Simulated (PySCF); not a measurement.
Structure from 2D NMR

Compound of formula C₅H₇N. Correlations simulated from computed shifts and couplings:

HSQC (one-bond C–H):
```
  δH     δC  1J(C,H) (Hz)
5.79  141.1           157
5.53  128.3           167
2.75   23.4           139
1.85   21.1           134
```

COSY cross peaks (|J| ≥ 2 Hz):
```
  δH    δH  abs. J (Hz)  bonds
5.79  5.53         15.7      3
5.79  1.85          7.7      3
5.53  2.75          8.4      3
5.53  1.85          2.4      4
```

HMBC (two and three bonds, |J| ≥ 2.5 Hz):
```
  δH                       δC [abs. J in Hz]
5.79                  23.4 [8.5], 21.1 [5.3]
5.53     121.9 [2.8], 23.4 [6.2], 21.1 [7.1]
2.75  141.1 [6.8], 128.3 [7.3], 121.9 [11.4]
1.85                141.1 [6.7], 128.3 [8.1]
```

Carbons without hydrogens: δ 121.9.

[PySCF: J: B3LYP/pcJ-1 (spin–dipole term only in couplings to heteroatoms); PBE0/pcSseg-1 with gauge-including orbitals; structure optimised with PBE0-D3(BJ)/def2-SVP; averaged over atoms made equivalent by symmetry, fast rotation or ring inversion; no solvent model; non-relativistic Hamiltonian; one conformer]

Scale: 1H, 13C vs TMS (reference shieldings calculated alike).

Exchangeable hydrogens are left out of these lists, and C,H couplings along chains are those of one rotamer, so weak HMBC peaks may be missing or extra.

Assemble the structure.

Answers

`C/C=C/CC#N`.

Atom-mapped SMILES (the numbers label the heavy atoms): `[CH3:1]/[CH:2]=[CH:3]/[CH2:4][C:5]#[N:6]`. Each H is labelled by its parent atom.

1. δC 141.1 is C2, an alkene CH (δH 5.79).
2. δC 128.3 is C3, an alkene CH (δH 5.53).
3. δC 121.9 is C5, a nitrile carbon.
4. δC 23.4 is C4, an allylic sp3 CH2 (δH 2.75).
5. δC 21.1 is C1, an allylic methyl carbon (δH 1.85).
6. HMBC from δH 5.53 reaches the proton-free carbon C5.
7. HMBC from δH 2.75 reaches the proton-free carbon C5.
8. COSY links 5.79–5.53, 5.79–1.85, 5.53–2.75, 5.53–1.85.

The data come from this structure; uniqueness wasn't tested.

Unscaled 3J(H,H) at this level run about 10 % above measured values. Shifts are as computed. Against solution values, carbons near 30 ppm lie about +2 ppm off and those near 130 ppm about +5 ppm. Of 1211 compounds with measured shifts, 218 miss one by over three times the rms of a fit or turn the order of signals round; such compounds aren't used in these exercises. Couplings across =CH–CH2 type bonds come from one rotamer and its mirror image, and can be 1–2 Hz further off.
